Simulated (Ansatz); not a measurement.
The input, for Ansatz 0.2.0:

```yaml
crystal:
  periodic: [false, false, false]
  atoms:
    - {symbol: Al, position_ang: [0.000000, 0.000000, 0.000000]}
    - {symbol: As, position_ang: [0.000000, 0.000000, 4.714000]}
basis:
  gaussian: {orbitals: 6-31G}
magnetization: {spin_polarized: false}
correlation: {method: ccsdtq, electrons: outside_noble_gas}
```

```sh
$ ansatz run in.yaml --threads 1 --pin off --events-out ev --progress --plain --max-ram 2393MiB
```

The program prints:

```
649 factors; integrals over basis functions are off by at most 1.4e-7 eV
mean field evaluation 1: about -67362.6920 eV, gradient 1.1e1 eV
mean field evaluation 2: about -67362.6944 eV, gradient 1.1e1 eV
mean field evaluation 4: about -67363.9255 eV, gradient 1.5e0 eV
mean field evaluation 8: about -67364.0148 eV, gradient 2.0e-1 eV
mean field evaluation 16: about -67362.6920 eV, gradient 1.1e1 eV
mean field evaluation 32: about -67364.0152 eV, gradient 1.2e-6 eV
mean field evaluation 64: about -67363.1286 eV, gradient 3.8e-3 eV
mean field evaluation 96: about -67364.0153 eV, gradient 2.2e-2 eV
mean field evaluation 128: about -67358.3636 eV, gradient 4.7e-2 eV
mean field evaluation 160: about -67363.0758 eV, gradient 4.0e-3 eV
...
mean field -67364.01524878 eV, -2475.5818994232 hartree, gradient 1.5e-6 eV, S^2 0.000000; 8 other end points of the search recorded, 0 dependent functions left out; unrestricted orbitals would lower it
...
determinant -67364.01524878 eV, -2475.5818994232 hartree, with singles and doubles -67367.01003035 eV, -2475.6919556159 hartree
determinant -67363.12855743 eV, -2475.5493141169 hartree, with singles and doubles -67366.16318232 eV, -2475.6608345248 hartree
determinant -67363.07579522 eV, -2475.5473751416 hartree, with singles and doubles -67365.74820987 eV, -2475.6455845685 hartree
...
unrestricted determinant -67366.44425242 eV, -2475.6711636605 hartree, S^2 1.9503
19 core orbitals not correlated: weight in the atoms' cores, before any rotation towards them, 1.000 or more for the frozen orbitals, at most 0.000 for the correlated occupied ones
reference -67364.01524878 eV, -2475.5818994232 hartree; 4, 4 occupied and 19, 19 virtual orbitals, 649 factors
second order -1.93321269 eV of doubles, -0.00000000 eV of singles
...
cycle 139  -3.38800254 eV  change    8.5e-8 eV  update   1.1e-6
cycle 140  -3.38800271 eV  change   -1.8e-7 eV  update   5.1e-6
cycle 141  -3.38800288 eV  change   -1.7e-7 eV  update   1.6e-6
cycle 142  -3.38800301 eV  change   -1.3e-7 eV  update   1.3e-6
cycle 143  -3.38800344 eV  change   -4.4e-7 eV  update   1.7e-6
cycle 144  -3.38800420 eV  change   -7.5e-7 eV  update   9.4e-7
cycle 145  -3.38800501 eV  change   -8.2e-7 eV  update   1.7e-6
cycle 146  -3.38800490 eV  change    1.1e-7 eV  update   3.5e-6
cycle 147  -3.38800468 eV  change    2.3e-7 eV  update   1.4e-6
cycle 148  -3.38800464 eV  change    3.7e-8 eV  update   3.6e-7
WARN: these amplitudes may be one of several solutions (largest doubles amplitude 0.89, level shift 1.05 eV)
Total energy: -67367.40325342 eV, -2475.7064062972 hartree
```

The T1 diagnostic is 0.096.

For the same geometry and basis full CI lies 4.7 meV lower. By full CI's occupations no single determinant describes the state well. The program flagged this run's energy as in doubt. The determinant fills πx and πy unequally, so it is a mixture of Σ and Δ. RHF is unstable: UHF (⟨S²⟩ = 1.95) lies 2.43 eV below the lowest RHF solution. Higher spins weren't run at this geometry and may lie near or lower.

Ran on 1 thread of Arm Neoverse N1, shared host: 6.5 min wall, 0.22 GiB peak host memory.
